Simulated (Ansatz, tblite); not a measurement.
Cost and result up the ladder for O₃ (the lowest singlet isomer of a short search) (3 atoms). Charge 0, multiplicity 1. Geometry: PBE-D4/def2-TZVP.

```xyz
3

O     0.331   -1.029   -0.273
O     0.108    0.222   -0.359
O    -0.439    0.807    0.632
```

Ansatz on 2 threads of Intel Xeon 6975P-C on a shared host; xTB runs through tblite on one thread. Times are rough, summed over both states, and most runs start from the orbitals of an earlier one. RPA@PBE/def2-TZVP serves as the yardstick here, not as an exact answer. The other state is a quintet at its own geometry.

The xTB rows come from tblite. Correlated methods freeze 3 core orbitals. The structure holds 2 bonds between oxygen atoms, so isomers without such links may lie far lower. At PBE0-D4/def2-TZVP a broken-symmetry singlet of charge 0 lies 3.62 eV below the quintet, each at its own geometry. The structure comes from a short search, and lower isomers may exist.

Run but left out: HF/STO-3G (singlet: restricted singlet, unstable in another Hartree–Fock run and untested here); HF/def2-TZVP, HF/def2-QZVPP, r2SCAN-D4/def2-TZVP, PBE0-D4/def2-TZVP, B2PLYP/def2-TZVP, PBE-QIDH/def2-TZVP, MP2/def2-TZVP, MP2/def2-QZVPP (singlet: restricted singlet, unstable towards broken spin symmetry); HF/def2-TZVPP, MP2/def2-TZVPP, CCSD/def2-TZVPP, CCSD(T)/def2-TZVPP (flagged by the program: large difference); revPBE-D4/def2-TZVP, BLYP-D4/def2-TZVP, B97M-V/def2-TZVP, r2SCANh-D4/def2-TZVP, HSE06-D4/def2-TZVP, BHLYP-D4/def2-TZVP, CAM-B3LYP-D4/def2-TZVP, ωB97X-V/def2-TZVP, ωB97M-V/def2-TZVP (singlet: restricted singlet, unstable towards broken spin symmetry at other levels and untested here).

Correlated methods converge slowly with the basis.

xTB has no spin-polarisation term.

```json
{"level": "RPA@PBE/def2-TZVP", "functions": "93", "quintet − singlet (eV)": "3.55", "difference from RPA@PBE/def2-TZVP (eV)": "0.00"}
{"level": "PBE-D4/def2-TZVP (with forces)", "functions": "93", "quintet − singlet (eV)": "3.73", "difference from RPA@PBE/def2-TZVP (eV)": "0.18"}
{"level": "GFN2-xTB", "functions": "12", "quintet − singlet (eV)": "7.81", "difference from RPA@PBE/def2-TZVP (eV)": "4.26"}
{"level": "GFN1-xTB", "functions": "12", "quintet − singlet (eV)": "9.13", "difference from RPA@PBE/def2-TZVP (eV)": "5.58"}
```

(1) Estimate how long each takes.

Results:

(1) GFN1-xTB 0.002 s; GFN2-xTB 0.002 s; RPA@PBE/def2-TZVP 1.9 s; PBE-D4/def2-TZVP (with forces) 2 s. On shared hardware such times vary by a factor of up to 3.
